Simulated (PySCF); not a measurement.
Computed spin Hamiltonian

Species: C4H5N2 (doublet state).
Geometry (GFN2-xTB, Å), atoms numbered from 1 in this order:
```
atom  x, y, z in Å
C1    -2.347   -0.978    0.381
N2    -1.858    0.071    0.050
C3    -1.034    1.090    0.085
N4     0.264    1.038    0.003
C5     0.950   -0.130   -0.028
C6     2.288   -0.128   -0.118
H7    -2.854   -1.706   -0.222
H8    -1.495    2.070    0.106
H9     0.412   -1.081    0.027
H10    2.829    0.799   -0.172
H11    2.851   -1.044   -0.139
```

The hyperfine couplings belong to this conformer and change with its torsions.

The species is `[H]/[C]=N/C=N\C=C` [radical].

Level of theory: UKS B3LYP, pcH-1 on C H N, non-relativistic, mean-field spin-orbit, GIAO (PySCF 2.14.0). Geometry: GFN2-xTB, one conformer, isolated molecule. The geometry wasn't refined by DFT: couplings that depend on bond lengths, twists or pyramidal angles can differ widely from those at the functional's own minimum. The frame is twisted about the N2–C3 bond at this geometry (dihedral C1–N2–C3–N4 = 58°); couplings at other torsion angles weren't computed. No stability test was run, so a lower SCF solution isn't excluded. ⟨S²⟩ is 0.780 where a pure state has 0.75.

```json
{
 "g1, g2, g3": "1.99998, 2.00213, 2.00379",
 "g_iso": "2.00197",
 "Form of g": "rhombic: the two nearest values differ by 44 % of g3 − g1",
 "⟨S²⟩": "0.7803 (exact 0.7500)",
 "α and β electrons": "22, 21"
}
```

Isotropic coupling and dipolar principal values T1 to T3, in G (MHz turned into gauss with g_iso; 10 G = 1 mT):

| atom | isotope | a_iso | T1 | T2 | T3 | Mulliken spin population |
| --- | --- | --- | --- | --- | --- | --- |
| C1 | 13C | 83.7 | -15.4 | -13.2 | 28.6 | 0.52 |
| N2 | 14N | 0.5 | -4.3 | -3.0 | 7.3 | 0.12 |
| C3 | 13C | -5.9 | -6.8 | 2.2 | 4.5 | -0.11 |
| N4 | 14N | 4.3 | -4.7 | -4.7 | 9.4 | 0.28 |
| C5 | 13C | -8.6 | -6.5 | 2.8 | 3.7 | -0.13 |
| C6 | 13C | 8.1 | -7.7 | -7.4 | 15.1 | 0.29 |
| H7 | 1H | 60.3 | -5.6 | -1.8 | 7.4 | 0.06 |
| H8 | 1H | 0.8 | -1.3 | -0.4 | 1.7 | 0.00 |
| H9 | 1H | 2.6 | -1.5 | -0.9 | 2.4 | 0.00 |
| H10 | 1H | -6.1 | -3.1 | -0.4 | 3.5 | -0.01 |
| H11 | 1H | -6.4 | -3.6 | -0.2 | 3.8 | -0.01 |

The Mulliken spin populations are largest on C1 (+0.52), C6 (+0.29), N4 (+0.28) and C5 (-0.13). Three atoms exceed +0.15.

C1, the radical centre as drawn in `[H]/[C]=N/C=N\C=C`, holds a spin population of +0.52 out of 1.

Axes: g1 points within 10° of the C6–H10 bond.

Under fast tumbling the dipolar parts average out, and these isotropic splittings remain (the largest six): 1 × 1H (H7, I = 1/2, 2 lines) with 6.03 mT, 1 × 1H (H11, I = 1/2, 2 lines) with 0.64 mT, 1 × 1H (H10, I = 1/2, 2 lines) with 0.61 mT, 1 × 14N (N4, I = 1, 3 lines) with 0.43 mT, 1 × 1H (H9, I = 1/2, 2 lines) with 0.26 mT and 1 × 1H (H8, I = 1/2, 2 lines) with 0.08 mT.

The 13C coupling of C1 (234.6 MHz) shows only in satellite lines or after enrichment, since that isotope makes up about 1.07 % of natural carbon.

β density exceeds α density at some nuclei, such as C5 (-0.0213), C3 (-0.0146) and H11 (-0.0040), spin density in bohr⁻³. In a single determinant that takes different orbitals for the two spins, that is spin polarisation.
